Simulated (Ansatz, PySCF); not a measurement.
For zinc-blende AlAs, BLYP (Ansatz, a program for electronic structure, plane waves, PAW) gives:

lattice constant a: 5.796 Å
bulk modulus B0: 59.5 GPa
cohesive energy: 3.25 eV/atom

Task: What does Hartree–Fock in PySCF (GTH pseudopotentials, Gaussian basis) give for the same quantities?

Result: 
- lattice constant a: 5.718 Å (shrinks by 1.3 %)
- bulk modulus: 81.0 GPa (goes up by 36 %)
- cohesive energy: 2.34 eV/atom (decreases by 0.91 eV/atom)

For comparison: lattice constant a 5.649 Å (measured, static lattice: zero-point anharmonic expansion removed; as tabulated in Mejia-Rodriguez and Trickey (2018), arXiv:1807.09216); bulk modulus 75 GPa (measured, 0 K value with the zero-point phonon effect removed; as tabulated in Mejia-Rodriguez and Trickey (2018), arXiv:1807.09216); cohesive energy 3.82 eV/atom (measured, static lattice: zero-point vibration energy added, our sources range from 3.82 to 4.00; as tabulated in Mejia-Rodriguez and Trickey (2018), arXiv:1807.09216).

Changes are worked out from the printed values.

Unless a cell is named, each level is at its own relaxed cell (BLYP 24.34, Hartree–Fock 23.37 Å³/atom).

Ansatz's density-functional and Hartree–Fock values are scalar-relativistic unless marked +SOC, with PAW data made under PBE.
